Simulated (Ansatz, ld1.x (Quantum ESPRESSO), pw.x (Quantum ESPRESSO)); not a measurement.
# Equation-of-state test of one ultrasoft potential (chromium (Cr))

ld1.x (Quantum ESPRESSO) 7.5 input, shortened:

```
&input
   title='Cr', zed=24., rel=1, dft='PBESOL', iswitch=3,
   config='[Ar] 3d5 4s0.5 4p0'
 /
 &inputp
   pseudotype=3, tm=.true., lloc=-1, rcloc=1.85,
   nlcc=.true., new_core_ps=.true.,
   which_augfun='PSQ', rmatch_augfun_nc=.true.
 /
6
4S  1  0   0.50   0.00  2.35  3.00  0.0
4S  1  0   0.00  -0.10  2.35  3.00  0.0
4P  2  1   0.00   0.00  2.20  2.80  0.0
4P  2  1   0.00   1.40  2.20  2.80  0.0
3D  3  2   5.00   0.00  1.65  2.30  0.0
3D  3  2   0.00   2.90  1.65  2.30  0.0
 &test
   configts(1)='3d5 4s0.5 4p0'
 /
```

Crystal test: diamond Cr in pw.x 7.5, no spin, 9³ k-points, Fermi–Dirac smearing 0.01 Ry, cutoffs 40/320 Ry. The reference is all-electron LAPW (Ansatz 0.2.0) with the same functional, mesh and smearing; V0 and B0 come from Birch–Murnaghan fits to the pressures at five volumes. Errors are pseudo minus all-electron; Δ is the rms difference of the E(V) curves that follow from these fits, minima aligned, over ±6 % about the mean V0. Mesh and smearing are coarse, so the numbers serve the comparison and aren't converged zero-temperature values; the lattice is a test structure that the element need not adopt. Spin polarisation and strong correlation are left out, which matters for this element.

All-electron: a0 = 5.017 Å (V0 = 15.78 Å³/atom), B0 = 112.4 GPa.

Q: How far does the potential miss the all-electron equation of state?

A: mean pressure error (GPa): -3.55; a0 (Å): 4.958; a0 error (%): -1.17; B0 error (%): -9.3; Δ (meV/atom): 13.3. The largest radius (3.00 bohr) exceeds half the bond length (2.05 bohr), so the spheres overlap, which is one possible source of error among others. This is a poor potential for the solid. Atomic configuration tests: 1 of 7 tests not solved or not reliable. The logarithmic derivative shows an extra or strongly shifted pseudo pole above the reference energy (s near 0.82 Ry).

| V (Å³/atom) | P all-electron (GPa) | P pseudo (GPa) |
| --- | --- | --- |
| 14.994 | 6.37 | 1.67 |
| 15.388 | 3.00 | -1.03 |
| 15.783 | 0.01 | -3.38 |
| 16.178 | -2.64 | -5.67 |
| 16.572 | -4.99 | -7.61 |

Q: At the middle volume, how do free energy and pressure move when the wave cutoff is lowered (ecutrho held at 320 Ry)?

A:

```tsv
cutoff (Ry)	shift of F (meV/atom)	shift of P (GPa)
18	+125.4	-12.73
24	+13.2	-0.16
32	+2.0	-0.33
```

Input at the middle volume:

```
&control
  calculation='scf', prefix='x', pseudo_dir='./', outdir='./tmp', tstress=.true., disk_io='none'
/
&system
  ibrav=0, nat=2, ntyp=1, ecutwfc=40, ecutrho=320, nbnd=14,
  occupations='smearing', smearing='fd', degauss=0.01
/
&electrons
  conv_thr=1e-09, mixing_beta=0.4, electron_maxstep=70
/
ATOMIC_SPECIES
Cr 1.0 Cr.UPF
CELL_PARAMETERS angstrom
  0.00000000 2.50839842 2.50839842
  2.50839842 0.00000000 2.50839842
  2.50839842 2.50839842 0.00000000
ATOMIC_POSITIONS crystal
Cr 0.0000 0.0000 0.0000
Cr 0.2500 0.2500 0.2500
K_POINTS automatic
9 9 9 0 0 0
```

```bash
pw.x < Cr.scf.in > Cr.scf.out
```

Lines of the output:

```
Message from routine setup:
     using ibrav=0 with symmetry is DISCOURAGED, use correct ibrav instead
     lattice parameter (alat)  =       6.7036  a.u.
     unit-cell volume          =     213.0179 (a.u.)^3
     number of electrons       =        12.00
     number of Kohn-Sham states=           14
     kinetic-energy cutoff     =      40.0000  Ry
     charge density cutoff     =     320.0000  Ry
     scf convergence threshold =      1.0E-09
     Exchange-correlation= PBESOL
     number of k points=    35  Fermi-Dirac smearing, width (Ry)=  0.0100
     iteration #  1     ecut=    40.00 Ry     beta= 0.40
     total energy              =     -76.56809932 Ry
     estimated scf accuracy    <       2.03361206 Ry
     iteration #  2     ecut=    40.00 Ry     beta= 0.40
     total energy              =     -77.01600280 Ry
     estimated scf accuracy    <       0.01404784 Ry
     iteration #  3     ecut=    40.00 Ry     beta= 0.40
     total energy              =     -77.03130352 Ry
     estimated scf accuracy    <       0.02120489 Ry
     iteration #  4     ecut=    40.00 Ry     beta= 0.40
     total energy              =     -77.03747732 Ry
     estimated scf accuracy    <       0.01298582 Ry
     iteration #  5     ecut=    40.00 Ry     beta= 0.40
     total energy              =     -77.03993460 Ry
     estimated scf accuracy    <       0.00002334 Ry
     iteration #  6     ecut=    40.00 Ry     beta= 0.40
     c_bands:  2 eigenvalues not converged
     c_bands:  1 eigenvalues not converged
     total energy              =     -77.04024667 Ry
     estimated scf accuracy    <       0.00011764 Ry
     iteration #  7     ecut=    40.00 Ry     beta= 0.40
     c_bands:  1 eigenvalues not converged
     total energy              =     -77.04025012 Ry
     estimated scf accuracy    <       0.00001416 Ry
     iteration #  8     ecut=    40.00 Ry     beta= 0.40
     c_bands:  1 eigenvalues not converged
     total energy              =     -77.04025671 Ry
     estimated scf accuracy    <       0.00000289 Ry
     iteration #  9     ecut=    40.00 Ry     beta= 0.40
     total energy              =     -77.04025656 Ry
     estimated scf accuracy    <       0.00000092 Ry
     iteration # 10     ecut=    40.00 Ry     beta= 0.40
     total energy              =     -77.04025710 Ry
     estimated scf accuracy    <       0.00000130 Ry
     iteration # 11     ecut=    40.00 Ry     beta= 0.40
     the Fermi energy is     8.2336 ev
!    total energy              =     -77.04025742 Ry
     estimated scf accuracy    <          3.9E-10 Ry
     smearing contrib. (-TS)   =      -0.01717116 Ry
     The total energy is F=E-TS. E is the sum of the following terms:
     one-electron contribution =       8.06053728 Ry
     hartree contribution      =       8.20579831 Ry
     xc contribution           =     -52.37863722 Ry
     ewald contribution        =     -40.91078463 Ry
     convergence has been achieved in  11 iterations
          total   stress  (Ry/bohr**3)                   (kbar)     P=      -33.77
     Message from routine punch:
     Nothing written, as per user request (disk_io='none')
```

The run at the middle volume (35 k-points, 11 iterations) took about 12 s on one core of a shared host (Neoverse-V1, 32 threads, 247 GiB, load 32).
